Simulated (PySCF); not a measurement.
Species: C4H12N2.
SMILES: `CNCCNC`

Torsions of this conformer, `[CH3:1][NH:2][CH2:3][CH2:4][NH:5][CH3:6]`: C1–N2–C3–C4 179°, N2–C3–C4–N5 66°, C3–C4–N5–C6 -74°.

The closed-shell ground state was solved at several levels (PySCF, density fitting, gas phase, non-relativistic). Isolated species at its PBE0-D3(BJ)/def2-SVP geometry (one conformer only).

```
             level  basis functions  total energy (Eh)  HOMO (eV)  LUMO (eV)  gap (eV)  dipole (D)
     PBE0/pcSseg-1              162          -268.7689      -5.81       1.48      7.29        1.45
   B3LYP/def2-SVPD              216          -268.9568      -5.72       0.43      6.15        1.35
CAM-B3LYP/pcSseg-1              162          -268.9497      -7.21       2.31      9.52        1.49
```

(1) What might B3LYP/pcJ-1 (282 basis functions) give for the same quantities?

(2) Over all these levels, which gives the widest orbital gap and which the narrowest?

(3) How far do the dipole and the HOMO energy spread over the levels?

Results:

(1) Total energy -269.1497 Eh, HOMO -5.58 eV, LUMO 1.19 eV, gap 6.77 eV, dipole 1.41 D.

(2) CAM-B3LYP/pcSseg-1 (range-separated hybrid) has the widest, 9.52 eV, and B3LYP/def2-SVPD (global hybrid, 20 % exact exchange) the narrowest, 6.15 eV. Functional and basis both differ between the two, so the spread mixes both effects.

(3) The dipole runs from 1.35 to 1.49 D (mean 1.43 D) and the HOMO from -7.21 to -5.58 eV.
